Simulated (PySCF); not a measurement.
C₃H₃ClF₂.
Z-matrix (Å and degrees, PBE0-D3(BJ)/def2-SVP geometry), rows numbered from 1:
```
F 
C   1  1.3218
C   2  1.3343  1  122.30
F   3  1.3283  2  120.80  1     0.71
C   3  1.4772  2  123.71  1  -179.12
Cl  5  1.7949  3  111.90  2  -113.42
H   2  1.0919  1  114.94  3  -179.97
H   5  1.0994  3  110.45  2   127.99
H   5  1.0972  3  110.70  2     7.14
```

Computed at PBE0/pcSseg-1 (PySCF, non-relativistic), with Q(35Cl) = −0.0817 b: Cl6, 35Cl (I = 3/2): χzz = -79.89 MHz, η = 0.031.

Where would the pure quadrupole (NQR) lines of 35Cl at Cl6 fall for the rigid, isolated species?

From ν = (|χ|/2)√(1 + η²/3): ν = 39.95 MHz (alkyl chlorine). For 37Cl the ratio of quadrupole moments, 0.7881, gives 31.49 MHz.

Apply the simplest Townes–Dailey estimate (no s hybridisation, no π bonding), ionic character = 1 − χzz/χ0, where χ0 is the coupling for one missing p electron along the bond: −109.74 MHz for 35Cl.

Cl6 on C5: 1 − (-79.89)/(-109.74) = 0.27. In this model a purely covalent bond gives χ0 and a free halide ion gives zero; s hybridisation or π bonding, where present, is counted here as ionic character.

In a crystal, neighbours and librations shift these lines. With a basis this small, the couplings can be 20 % off.

These values come from a run that also computed NMR shieldings. The run took 16 s on one thread of an Arm Neoverse N1, no GPU, on a shared host.

One conformer stands for the species.
